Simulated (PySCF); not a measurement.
# PySCF run on MgSi⁺

File input.py (PySCF 2.14):

```python
from pyscf import gto, dft

mol = gto.M(
    atom='Mg 0 0 0; Si 0 0 2.57',
    basis='pcseg-1',
    charge=1,
    spin=3,
    verbose=3,
)
mf = dft.ROKS(mol, xc='pw6b95')
mf.kernel()
mf.analyze()
print('orbital energies (hartree):', mf.mo_energy[..., max(0, mol.nelec[1]-3):mol.nelec[0]+3].round(4))
```

```bash
$ python input.py
```

Output (some set-up lines and the per-cycle HOMO/LUMO lines with their warnings removed):

```
converged SCF energy = -489.61722230595
**** MO energy ****
                Roothaan           | alpha              | beta
[3 lines left out]
MO #4   energy= -3.90871904516818  | -3.91306112895893  | -3.90437696137875  occ= 2
MO #5   energy= -3.90370882973355  | -3.91141240923418  | -3.89600525021755  occ= 2
MO #6   energy= -3.90370882973353  | -3.91141240923417  | -3.89600525021754  occ= 2
MO #7   energy= -3.49917354639388  | -3.5023744489222   | -3.49597264391694  occ= 2
MO #8   energy= -2.2252045568885   | -2.22731215548265  | -2.22309695827685  occ= 2
MO #9   energy= -2.22432792583426  | -2.22686288543291  | -2.22179296622422  occ= 2
MO #10  energy= -2.22432792583425  | -2.22686288543291  | -2.22179296622422  occ= 2
MO #11  energy= -0.630168573378467 | -0.671021445427232 | -0.589315525817157 occ= 2
MO #12  energy= -0.41138008054129  | -0.467425005123027 | -0.355335619282124 occ= 1
MO #13  energy= -0.319765166207227 | -0.38839063021773  | -0.251140053700735 occ= 1
MO #14  energy= -0.319765166207225 | -0.388390630217729 | -0.251140053700735 occ= 1
MO #15  energy= -0.290219129507572 | -0.314341794185347 | -0.266096191264532 occ= 0
MO #16  energy= -0.180653431631027 | -0.202529641921516 | -0.158776960768817 occ= 0
MO #17  energy= -0.180653431631027 | -0.202529641921516 | -0.158776960768817 occ= 0
[11 lines left out]
 ** Mulliken atomic charges  **
charge of    0Mg =      1.15136
charge of    1Si =     -0.15136

WARN: System has nonzero charge 1; the dipole moment is origin-dependent.
Location of origin: [0. 0. 0.]

Dipole moment(X, Y, Z, Debye): -0.00000,  0.00000,  0.39995
orbital energies (hartree): [-2.2243 -2.2243 -0.6302 -0.4114 -0.3198 -0.3198 -0.2902 -0.1807 -0.1807]
```

In short: E(SCF) = -489.617222 Eh.

Wall time 2.3 s on one thread of a shared host.

The bond length is a typed value, not an optimised one. The dipole of an ion depends on the origin. No search for the lowest solution was made.
